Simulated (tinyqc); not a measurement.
Worked calculation (part 2 of 2): CIS and TDHF on RHF in the sto-3g basis, frozen core, for H2F+, spin multiplicity 1. Computed by tinyqc, a small Python program that keeps every step (integrals from PySCF). Command: `OMP_NUM_THREADS=1 python tinyqc.py 22266 22267 out.jsonl` (the two numbers bound the seeds that draw the settings). One thread of a shared host (Intel(R) Xeon(R) Processor @ 2.60GHz), about 0.07 s of CPU time with the checks.

Geometry (angstrom):
```
atom         x          y         z
F     0.000000   0.000000  0.000000
H     0.000000   0.968000  0.534000
H     0.000000  -0.968000  0.534000
```

## CIS matrix, triplets

orbital energies (hartree): [-26.555038, -1.972756, -1.106939, -1.000150, -0.986813, -0.092282, 0.080966]

Two-electron integrals over orbitals (pq|rs), unique and non-zero (hartree); the lowest 1 orbital is frozen and left out:
```
(22|22) 0.857762    (32|32) 0.152319    (33|22) 0.740014    (33|33) 0.707764
(42|22) -0.006604   (42|33) -0.005646   (42|42) 0.165204    (43|32) 0.009183
(43|43) 0.046772    (44|22) 0.823314    (44|33) 0.698797    (44|42) -0.081950
(44|44) 0.888069    (52|52) 0.183811    (53|53) 0.036773    (54|52) -0.028831
(54|54) 0.052453    (55|22) 0.883281    (55|33) 0.729694    (55|42) -0.047149
(55|44) 0.835904    (55|55) 0.997514    (62|22) -0.134421   (62|33) -0.080363
(62|42) -0.043575   (62|44) -0.101469   (62|55) -0.141356   (62|62) 0.067409
(63|32) 0.028858    (63|43) 0.019935    (63|63) 0.075689    (64|22) -0.144510
(64|33) -0.081913   (64|42) 0.000983    (64|44) -0.150996   (64|55) -0.148124
(64|62) 0.058230    (64|64) 0.072901    (65|52) -0.050213   (65|54) -0.009246
(65|65) 0.023271    (66|22) 0.537552    (66|33) 0.529886    (66|42) 0.061541
(66|44) 0.513740    (66|55) 0.518014    (66|62) -0.040585   (66|64) -0.021127
(66|66) 0.525015    (72|32) 0.071680    (72|43) -0.018403   (72|63) -0.023876
(72|72) 0.058936    (73|22) 0.223085    (73|33) 0.165279    (73|42) -0.050236
(73|44) 0.210434    (73|55) 0.241011    (73|62) -0.068717   (73|64) -0.086429
(73|66) 0.012659    (73|73) 0.165441    (74|32) -0.048461   (74|43) 0.008389
(74|63) -0.043673   (74|72) -0.011096   (74|74) 0.045041    (75|53) 0.025943
(75|75) 0.020517    (76|32) -0.091284   (76|43) -0.049282   (76|63) -0.094114
(76|72) 0.001599    (76|74) 0.057845    (76|76) 0.167506    (77|22) 0.601513
(77|33) 0.598418    (77|42) 0.003904    (77|44) 0.581424    (77|55) 0.591852
(77|62) -0.042303   (77|64) -0.032376   (77|66) 0.520730    (77|73) 0.075877
(77|77) 0.562835
```

A(ia,jb) = (e_a - e_i) d_ij d_ab - (ij|ab).

CIS matrix A, triplet (hartree), order 2>6, 2>7, 3>6, 3>7, 4>6, 4>7, 5>6, 5>7:
```
[[1.342921, 0.000000, 0.000000, 0.091284, -0.061541, 0.000000, 0.000000, 0.000000],
 [0.000000, 1.452209, 0.091284, 0.000000, 0.000000, -0.003904, 0.000000, 0.000000],
 [0.000000, 0.091284, 0.484771, 0.000000, 0.000000, 0.049282, 0.000000, 0.000000],
 [0.091284, 0.000000, 0.000000, 0.589486, 0.049282, 0.000000, 0.000000, 0.000000],
 [-0.061541, 0.000000, 0.000000, 0.049282, 0.394127, 0.000000, 0.000000, 0.000000],
 [0.000000, -0.003904, 0.049282, 0.000000, 0.000000, 0.499691, 0.000000, 0.000000],
 [0.000000, 0.000000, 0.000000, 0.000000, 0.000000, 0.000000, 0.376517, 0.000000],
 [0.000000, 0.000000, 0.000000, 0.000000, 0.000000, 0.000000, 0.000000, 0.475927]]
```

## CIS triplet states

Diagonalise A (1 hartree = 27.211386 eV); each vector has its largest component positive (the first on a tie).

triplet excitation energies (eV): [10.216248, 10.245540, 11.895672, 12.950636, 14.660558, 16.165908, 36.926084, 39.748959]

lowest vectors, order 2>6, 2>7, 3>6, 3>7, 4>6, 4>7, 5>6, 5>7:
```
[[0.085562, 0.000000, 0.000000, 0.000000, 0.000000, -0.095109],
 [0.000000, 0.000000, -0.072633, 0.000000, -0.058345, 0.000000],
 [0.000000, 0.000000, 0.781127, 0.000000, 0.617383, 0.000000],
 [-0.258057, 0.000000, 0.000000, 0.000000, 0.000000, 0.959349],
 [0.962334, 0.000000, 0.000000, 0.000000, 0.000000, 0.265713],
 [0.000000, 0.000000, -0.620134, 0.000000, 0.784496, 0.000000],
 [0.000000, 1.000000, 0.000000, 0.000000, 0.000000, 0.000000],
 [0.000000, 0.000000, 0.000000, 1.000000, 0.000000, 0.000000]]
```

## TDHF (RPA) triplet states

B(ia,jb) = - (ib|ja); the squared energies are the eigenvalues of (A - B)(A + B); 1 hartree = 27.211386 eV.

TDHF matrix B, triplet (hartree), order 2>6, 2>7, 3>6, 3>7, 4>6, 4>7, 5>6, 5>7:
```
[[-0.067409, 0.000000, 0.000000, 0.023876, -0.058230, 0.000000, 0.000000, 0.000000],
 [0.000000, -0.058936, 0.068717, 0.000000, 0.000000, 0.011096, 0.000000, 0.000000],
 [0.000000, 0.068717, -0.075689, 0.000000, 0.000000, 0.086429, 0.000000, 0.000000],
 [0.023876, 0.000000, 0.000000, -0.165441, 0.043673, 0.000000, 0.000000, 0.000000],
 [-0.058230, 0.000000, 0.000000, 0.043673, -0.072901, 0.000000, 0.000000, 0.000000],
 [0.000000, 0.011096, 0.086429, 0.000000, 0.000000, -0.045041, 0.000000, 0.000000],
 [0.000000, 0.000000, 0.000000, 0.000000, 0.000000, 0.000000, -0.023271, 0.000000],
 [0.000000, 0.000000, 0.000000, 0.000000, 0.000000, 0.000000, 0.000000, -0.020517]]
```

squared energies w^2 (hartree^2): [0.122585, 0.141223, 0.166491, 0.226086, 0.288156, 0.329916, 1.833899, 2.124650]

TDHF energies from the positive w^2 (eV): [9.527305, 10.225953, 11.103137, 12.938596, 14.607119, 15.629760, 36.850074, 39.663804]
